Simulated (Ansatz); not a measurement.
Ansatz (an electronic-structure program) input (B3LYP-D3(BJ)/def2-TZVP):

Ansatz 0.2 input:
```yaml
crystal:
  periodic: [false, false, false]
  atoms:
    - {symbol: C, position_ang: [0.00514113, -0.00331061, 1.49779011]}
    - {symbol: C, position_ang: [0.00056548, 0.02470296, 0.18925168]}
    - {symbol: H, position_ang: [0.01030878, -0.74888768, 2.27760864]}
    - {symbol: C, position_ang: [-0.00643171, 1.31181270, -0.59526904]}
    - {symbol: H, position_ang: [-0.00709440, 2.18033142, 0.06039938]}
    - {symbol: H, position_ang: [0.87060517, 1.36572641, -1.24685854]}
    - {symbol: H, position_ang: [-0.88825279, 1.35983653, -1.24083432]}
    - {symbol: C, position_ang: [0.00198932, -1.24513478, -0.63655897]}
    - {symbol: H, position_ang: [0.00711454, -2.13749620, -0.01263847]}
    - {symbol: H, position_ang: [-0.88090288, -1.27691550, -1.28146295]}
    - {symbol: H, position_ang: [0.88063626, -1.27101664, -1.28749636]}
basis:
  gaussian:
    orbitals: def2-TZVP
hamiltonian:
  xc: b3lyp
  dispersion: d3bj
magnetization: {spin_polarized: true, initial_magnetization: 1}
phonons: {temperatures: {t_min: 298.15, t_max: 298.15, t_step: 100}}
```

Output:

```
Functional definition: B3LYP
integrals: 0.07 GiB planned
1028 factors; their error is unknown
mean field: 0.87 GiB planned
mean field evaluation 1: about -4250.8256 eV, gradient 4.7e1 eV
mean field evaluation 2: about -4243.2657 eV, gradient 5.9e1 eV
mean field evaluation 4: about -4261.3012 eV, gradient 4.3e0 eV
mean field evaluation 8: about -4261.3960 eV, gradient 1.0e-1 eV
mean field evaluation 16: about -4261.3795 eV, gradient 6.4e-4 eV
mean field -4261.37952669 eV, -156.6028091390 hartree, gradient 6.4e-5 eV, S^2 0.758902; 0 other end points of the search recorded, 0 dependent functions left out
the calculation of the forces begins
reference -4261.37979545 eV, -156.6028190156 hartree; 16, 15 occupied and 150, 151 virtual orbitals, 1028 factors
these checks for a lower state are left out or cut short: stability, starts, cluster_reference, orbital_swaps, neighbouring_geometries, increment
integrals: 0.07 GiB planned
1028 factors; their error is unknown
mean field: 0.87 GiB planned
mean field -4261.37934037 eV, -156.6028022920 hartree, gradient 1.8e-6 eV, S^2 0.759017; 0 other end points of the search recorded, 0 dependent functions left out
the calculation of the forces begins
reference -4261.37960913 eV, -156.6028121687 hartree; 16, 15 occupied and 150, 151 virtual orbitals, 1028 factors
these checks for a lower state are left out or cut short: stability, starts, cluster_reference, orbital_swaps, neighbouring_geometries, increment
integrals: 0.07 GiB planned
1028 factors; their error is unknown
mean field: 0.87 GiB planned
mean field evaluation 32: about -4261.3792 eV, gradient 2.9e-4 eV
mean field -4261.37920679 eV, -156.6027973831 hartree, gradient 1.7e-6 eV, S^2 0.758791; 0 other end points of the search recorded, 0 dependent functions left out
the calculation of the forces begins
reference -4261.37947555 eV, -156.6028072596 hartree; 16, 15 occupied and 150, 151 virtual orbitals, 1028 factors
these checks for a lower state are left out or cut short: stability, starts, cluster_reference, orbital_swaps, neighbouring_geometries, increment
integrals: 0.07 GiB planned
1028 factors; their error is unknown
mean field: 0.87 GiB planned
mean field -4261.37948431 eV, -156.6028075817 hartree, gradient 1.7e-6 eV, S^2 0.758900; 0 other end points of the search recorded, 0 dependent functions left out
the calculation of the forces begins
reference -4261.37975302 eV, -156.6028174566 hartree; 16, 15 occupied and 150, 151 virtual orbitals, 1028 factors
these checks for a lower state are left out or cut short: stability, starts, cluster_reference, orbital_swaps, neighbouring_geometries, increment
integrals: 0.07 GiB planned
1028 factors; their error is unknown
mean field: 0.86 GiB planned
mean field -4261.37947541 eV, -156.6028072547 hartree, gradient 1.7e-6 eV, S^2 0.758905; 0 other end points of the search recorded, 0 dependent functions left out
the calculation of the forces begins
reference -4261.37974422 eV, -156.6028171331 hartree; 16, 15 occupied and 150, 151 virtual orbitals, 1028 factors
these checks for a lower state are left out or cut short: stability, starts, cluster_reference, orbital_swaps, neighbouring_geometries, increment
integrals: 0.07 GiB planned
1028 factors; their error is unknown
mean field: 0.86 GiB planned
mean field -4261.37928631 eV, -156.6028003053 hartree, gradient 1.7e-6 eV, S^2 0.758801; 0 other end points of the search recorded, 0 dependent functions left out
the calculation of the forces begins
reference -4261.37955507 eV, -156.6028101821 hartree; 16, 15 occupied and 150, 151 virtual orbitals, 1028 factors
these checks for a lower state are left out or cut short: stability, starts, cluster_reference, orbital_swaps, neighbouring_geometries, increment
integrals: 0.07 GiB planned
[...]
1028 factors; their error is unknown
mean field: 0.87 GiB planned
mean field -4261.37935548 eV, -156.6028028471 hartree, gradient 1.7e-6 eV, S^2 0.758899; 0 other end points of the search recorded, 0 dependent functions left out
the calculation of the forces begins
reference -4261.37962426 eV, -156.6028127248 hartree; 16, 15 occupied and 150, 151 virtual orbitals, 1028 factors
these checks for a lower state are left out or cut short: stability, starts, cluster_reference, orbital_swaps, neighbouring_geometries, increment
integrals: 0.07 GiB planned
1028 factors; their error is unknown
mean field: 0.87 GiB planned
mean field evaluation 224: about -4261.3794 eV, gradient 2.9e-4 eV
mean field -4261.37937988 eV, -156.6028037438 hartree, gradient 1.7e-6 eV, S^2 0.758906; 0 other end points of the search recorded, 0 dependent functions left out
the calculation of the forces begins
reference -4261.37964860 eV, -156.6028136193 hartree; 16, 15 occupied and 150, 151 virtual orbitals, 1028 factors
these checks for a lower state are left out or cut short: stability, starts, cluster_reference, orbital_swaps, neighbouring_geometries, increment
integrals: 0.07 GiB planned
1028 factors; their error is unknown
mean field: 0.87 GiB planned
mean field -4261.37939793 eV, -156.6028044071 hartree, gradient 1.7e-6 eV, S^2 0.758902; 0 other end points of the search recorded, 0 dependent functions left out
the calculation of the forces begins
reference -4261.37966667 eV, -156.6028142833 hartree; 16, 15 occupied and 150, 151 virtual orbitals, 1028 factors
these checks for a lower state are left out or cut short: stability, starts, cluster_reference, orbital_swaps, neighbouring_geometries, increment
integrals: 0.07 GiB planned
1028 factors; their error is unknown
mean field: 0.87 GiB planned
mean field -4261.37934571 eV, -156.6028024883 hartree, gradient 1.7e-6 eV, S^2 0.758903; 0 other end points of the search recorded, 0 dependent functions left out
the calculation of the forces begins
reference -4261.37961448 eV, -156.6028123653 hartree; 16, 15 occupied and 150, 151 virtual orbitals, 1028 factors
these checks for a lower state are left out or cut short: stability, starts, cluster_reference, orbital_swaps, neighbouring_geometries, increment
integrals: 0.07 GiB planned
1028 factors; their error is unknown
mean field: 0.87 GiB planned
mean field -4261.37947609 eV, -156.6028072797 hartree, gradient 1.7e-6 eV, S^2 0.758903; 0 other end points of the search recorded, 0 dependent functions left out
the calculation of the forces begins
reference -4261.37974487 eV, -156.6028171570 hartree; 16, 15 occupied and 150, 151 virtual orbitals, 1028 factors
these checks for a lower state are left out or cut short: stability, starts, cluster_reference, orbital_swaps, neighbouring_geometries, increment
integrals: 0.07 GiB planned
1028 factors; their error is unknown
mean field: 0.86 GiB planned
mean field evaluation 256: about -4261.3795 eV, gradient 1.5e-6 eV
mean field -4261.37948657 eV, -156.6028076645 hartree, gradient 1.7e-6 eV, S^2 0.758902; 0 other end points of the search recorded, 0 dependent functions left out
the calculation of the forces begins
reference -4261.37975530 eV, -156.6028175405 hartree; 16, 15 occupied and 150, 151 virtual orbitals, 1028 factors
these checks for a lower state are left out or cut short: stability, starts, cluster_reference, orbital_swaps, neighbouring_geometries, increment
integrals: 0.07 GiB planned
1028 factors; their error is unknown
mean field: 0.86 GiB planned
mean field -4261.37950330 eV, -156.6028082794 hartree, gradient 1.7e-6 eV, S^2 0.758903; 0 other end points of the search recorded, 0 dependent functions left out
the calculation of the forces begins
reference -4261.37977208 eV, -156.6028181571 hartree; 16, 15 occupied and 150, 151 virtual orbitals, 1028 factors
these checks for a lower state are left out or cut short: stability, starts, cluster_reference, orbital_swaps, neighbouring_geometries, increment
integrals: 0.07 GiB planned
1028 factors; their error is unknown
mean field: 0.87 GiB planned
mean field -4261.37946231 eV, -156.6028067731 hartree, gradient 1.7e-6 eV, S^2 0.758902; 0 other end points of the search recorded, 0 dependent functions left out
the calculation of the forces begins
reference -4261.37973104 eV, -156.6028166487 hartree; 16, 15 occupied and 150, 151 virtual orbitals, 1028 factors
these checks for a lower state are left out or cut short: stability, starts, cluster_reference, orbital_swaps, neighbouring_geometries, increment
integrals: 0.07 GiB planned
1028 factors; their error is unknown
mean field: 0.87 GiB planned
mean field -4261.37944396 eV, -156.6028060988 hartree, gradient 1.7e-6 eV, S^2 0.758902; 0 other end points of the search recorded, 0 dependent functions left out
the calculation of the forces begins
reference -4261.37971269 eV, -156.6028159744 hartree; 16, 15 occupied and 150, 151 virtual orbitals, 1028 factors
these checks for a lower state are left out or cut short: stability, starts, cluster_reference, orbital_swaps, neighbouring_geometries, increment
integrals: 0.07 GiB planned
1028 factors; their error is unknown
mean field: 0.87 GiB planned
mean field -4261.37946827 eV, -156.6028069923 hartree, gradient 1.7e-6 eV, S^2 0.758903; 0 other end points of the search recorded, 0 dependent functions left out
the calculation of the forces begins
reference -4261.37973706 eV, -156.6028168699 hartree; 16, 15 occupied and 150, 151 virtual orbitals, 1028 factors
these checks for a lower state are left out or cut short: stability, starts, cluster_reference, orbital_swaps, neighbouring_geometries, increment
integrals: 0.07 GiB planned
1028 factors; their error is unknown
mean field: 0.86 GiB planned
mean field evaluation 288: about -4261.3929 eV, gradient 2.9e-4 eV
mean field -4261.37948499 eV, -156.6028076066 hartree, gradient 1.7e-6 eV, S^2 0.758901; 0 other end points of the search recorded, 0 dependent functions left out
the calculation of the forces begins
reference -4261.37975374 eV, -156.6028174829 hartree; 16, 15 occupied and 150, 151 virtual orbitals, 1028 factors
these checks for a lower state are left out or cut short: stability, starts, cluster_reference, orbital_swaps, neighbouring_geometries, increment
integrals: 0.07 GiB planned
1028 factors; their error is unknown
mean field: 0.87 GiB planned
mean field -4261.37953869 eV, -156.6028095801 hartree, gradient 1.7e-6 eV, S^2 0.758904; 0 other end points of the search recorded, 0 dependent functions left out
the calculation of the forces begins
reference -4261.37980745 eV, -156.6028194570 hartree; 16, 15 occupied and 150, 151 virtual orbitals, 1028 factors
these checks for a lower state are left out or cut short: stability, starts, cluster_reference, orbital_swaps, neighbouring_geometries, increment
integrals: 0.07 GiB planned
1028 factors; their error is unknown
mean field: 0.86 GiB planned
mean field -4261.37946311 eV, -156.6028068025 hartree, gradient 1.7e-6 eV, S^2 0.758901; 0 other end points of the search recorded, 0 dependent functions left out
the calculation of the forces begins
reference -4261.37973185 eV, -156.6028166785 hartree; 16, 15 occupied and 150, 151 virtual orbitals, 1028 factors
these checks for a lower state are left out or cut short: stability, starts, cluster_reference, orbital_swaps, neighbouring_geometries, increment
integrals: 0.07 GiB planned
1028 factors; their error is unknown
mean field: 0.87 GiB planned
mean field -4261.37950346 eV, -156.6028082855 hartree, gradient 1.7e-6 eV, S^2 0.758904; 0 other end points of the search recorded, 0 dependent functions left out
the calculation of the forces begins
reference -4261.37977223 eV, -156.6028181627 hartree; 16, 15 occupied and 150, 151 virtual orbitals, 1028 factors
Total energy: -4261.70724402 eV, -156.6148525287 hartree
Atom 0 at     0.005141    -0.003311     1.497790 Å, force     0.000001    -0.001633    -0.001242 eV/Å
Atom 1 at     0.000565     0.024703     0.189252 Å, force     0.000001     0.001050     0.001401 eV/Å
Atom 2 at     0.010309    -0.748888     2.277609 Å, force    -0.000002     0.000376    -0.000344 eV/Å
Atom 3 at    -0.006432     1.311813    -0.595269 Å, force    -0.000002    -0.000122    -0.000773 eV/Å
Atom 4 at    -0.007094     2.180331     0.060399 Å, force    -0.000001     0.000184    -0.000046 eV/Å
Atom 5 at     0.870605     1.365726    -1.246859 Å, force    -0.000066    -0.000012     0.000162 eV/Å
Atom 6 at    -0.888253     1.359837    -1.240834 Å, force     0.000067    -0.000012     0.000161 eV/Å
Atom 7 at     0.001989    -1.245135    -0.636559 Å, force     0.000000     0.000924     0.000931 eV/Å
Atom 8 at     0.007115    -2.137496    -0.012638 Å, force     0.000003    -0.000538     0.000415 eV/Å
Atom 9 at    -0.880903    -1.276916    -1.281463 Å, force    -0.000071    -0.000109    -0.000332 eV/Å
Atom 10 at     0.880636    -1.271017    -1.287496 Å, force     0.000070    -0.000109    -0.000332 eV/Å
Dipole moment:    -0.000217    -0.122239    -0.182875 e Å
Vibrations: 166.51 207.03 364.80 399.67 431.96 672.94 794.84 865.59 960.18 967.57 1094.64 1097.60 1199.11 1392.75 1410.34 1473.45 1478.65 1483.52 1491.05 1695.37 3016.75 3021.28 3063.00 3066.34 3116.14 3123.66 3234.28 cm⁻¹, zero-point energy 2.559592 eV
```

It need not be the lowest isomer of its formula.
